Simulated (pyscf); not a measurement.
HO–PH• (SMILES O[PH]) + H₂ (SMILES [H][H]) → •O–PH₂ (SMILES [O]P) + H₂ (SMILES [H][H]), a concerted two-bond exchange (doublet surface; H–O, H–H broken, H–P, H–H formed). Single points on ωB97X-D3(BJ)/def2-SVP structures (PySCF, gas phase). Energies in eV from the separated reactants.

Small-basis levels: PySCF, no dispersion term, spherical d functions. Open shells are spin-unrestricted. 

**Question.** Quick HF/3-21G single points give ΔE‡ = 4.20 eV and ΔE = +1.56 eV. What does ωB97M-D3(BJ)/def2-TZVP give, and how far is the quick result from it?

**Answer.** ωB97M-D3(BJ)/def2-TZVP gives ΔE‡ = 2.28 eV and ΔE = +0.36 eV. HF/3-21G lies 1.92 eV over it in the barrier and 1.20 eV over it in the reaction energy, so on this step it does not hold to within 0.13 eV. ωB97M-D3(BJ)/def2-TZVP has limits of its own. This is the saddle that the search found; another between the same sides may lie lower.
